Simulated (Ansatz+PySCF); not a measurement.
Results of a calculation; reference values are marked as such.
**Several solutions for singlet Li2**

```xyz
2

Li    0.0000    0.0000   -3.0658
Li    0.0000    0.0000    3.0658
```

Basis set: 6-31G (spherical functions). Charge 0, multiplicity 1.

PBE0 (unrestricted) was run from several starts with Ansatz (development build ahead of 0.2.0) and PySCF 2.14.0.

```tsv
run	program	start	converged	energy (hartree)	<S²>
A	PySCF	program defaults	yes	-14.90924	0.00
B	Ansatz	stability test followed	yes	-14.93135	0.98
C	Ansatz	atomic start, no search	yes	-14.90925	0.00
D	Ansatz	search for the lowest state	yes	-14.93135	0.98
```

(1) Which runs reached the lowest solution of this kind, and what is wrong with the others?

Results:

(1) B, D reached the lowest solution found. Converged but too high: A by 0.60 eV, C by 0.60 eV. Convergence only shows a stationary point, and even a stable one can lie too high; stability tests and further starts are what find lower ones. Caution: the unrestricted determinant is a mixture of spin states.
